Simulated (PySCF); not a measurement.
SiH2Cl2, optimised at B3LYP/6-31G*:

```xyz
5

Si    -0.0142     0.0006    -0.0308
Cl    -0.0156     0.8393    -1.9179
Cl    -0.0242    -2.0615    -0.1431
H      1.2200     0.4205     0.6616
H     -1.2405     0.4321     0.6685
```

Energies from PySCF (xtb for GFN2), thermal terms from the rigid-rotor harmonic-oscillator model, ideal gas at 1 bar. 6-31G* has spherical d functions here. All species are closed-shell singlets. B3LYP is the form with VWN-RPA correlation.

Q: List the harmonic frequencies (cm⁻¹, unscaled) at this level and at the other levels, each on its own geometry.

A: 
- B3LYP/6-31G*: 183, 512, 576, 595, 716, 893, 960, 2303, 2322
- GFN2-xTB: 154, 482, 486, 525, 575, 693, 776, 2297, 2329
- HF/6-31G*: 200, 549, 613, 648, 782, 971, 1046, 2466, 2477
- PBE/def2-SVP: 178, 512, 573, 577, 679, 857, 915, 2200, 2214
- PBE0/def2-TZVP: 185, 528, 591, 593, 707, 870, 950, 2272, 2286
